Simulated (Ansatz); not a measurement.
# A barrier at the coupled-cluster level

Start structure (SiH$_{4}$F, doublet), relaxed at PBE0-D4/def2-TZVP:

```json
{"atom": "F1", "x (Å)": "-0.5871", "y (Å)": "-0.1167", "z (Å)": "-0.4664"}
{"atom": "Si2", "x (Å)": "0.6450", "y (Å)": "0.1194", "z (Å)": "0.5265"}
{"atom": "H3", "x (Å)": "-3.0700", "y (Å)": "-0.5668", "z (Å)": "-2.5083"}
{"atom": "H4", "x (Å)": "0.7438", "y (Å)": "1.5703", "z (Å)": "0.8103"}
{"atom": "H5", "x (Å)": "1.8778", "y (Å)": "-0.3673", "z (Å)": "-0.1360"}
{"atom": "H6", "x (Å)": "0.3904", "y (Å)": "-0.6389", "z (Å)": "1.7739"}
```

The step: SiH₃F ([F][SiH3]) + H → SiH₃ + HF; bonds formed: F1–H3; bonds broken: F1–Si2. Ansatz 0.2.0; basis: def2-TZVPP and def2-QZVPP; cores frozen in the correlated methods; orbitals are unrestricted. Extrapolation: Hartree–Fock as exp(−7.88 √X), correlation as X^−2.97. Energies below are by CCSD(T) at an estimated basis limit (MP2 extrapolated from triple and quadruple zeta, plus CCSD(T) − MP2 in triple zeta).

(1) What are the electronic barrier and the energy of the step, from the start structure to the end structure? (Judge from chemistry; the value comes from the calculation.)

No T1 diagnostic of these runs exceeds 0.028. ⟨S²⟩ of the unrestricted Hartree–Fock references: 0.75 to 0.77 (a pure state has 0.75).

Results:

(1) By the calculation: Barrier 188.2 kJ/mol; step energy 45.0 kJ/mol (uphill); reverse barrier, their difference, 143.2 kJ/mol. Barrier and step energy count from the start structure, the reverse barrier from the end structure.

The saddle point: One imaginary mode of 1241i cm⁻¹.
```
  pair  start (Å)  saddle (Å)  end (Å)
 F1–H3       3.25        1.12     0.93
F1–Si2       1.60        1.94     3.46
```

Zero-point energy (harmonic, PBE0-D4): ZPE is 72.1 kJ/mol at the start and 67.5 kJ/mol at the saddle, so the barrier goes from 188.2 to 183.6 kJ/mol.

Radical steps of this kind take place in plasma deposition and etching.

Labels in which every atom is bracketed show which atoms are joined, not bond orders.

For scale, one of the runs: CCSD(T)/def2-TZVPP, 129 basis functions, launched by `ansatz run in.yaml --threads 2 --pin off --events-out ev --progress --plain --max-ram 4352MiB`. Hardware: 2 CPU threads of an Intel Xeon Platinum 8259CL, shared host. Wall time 24 s; peak host memory 1.4 GiB.
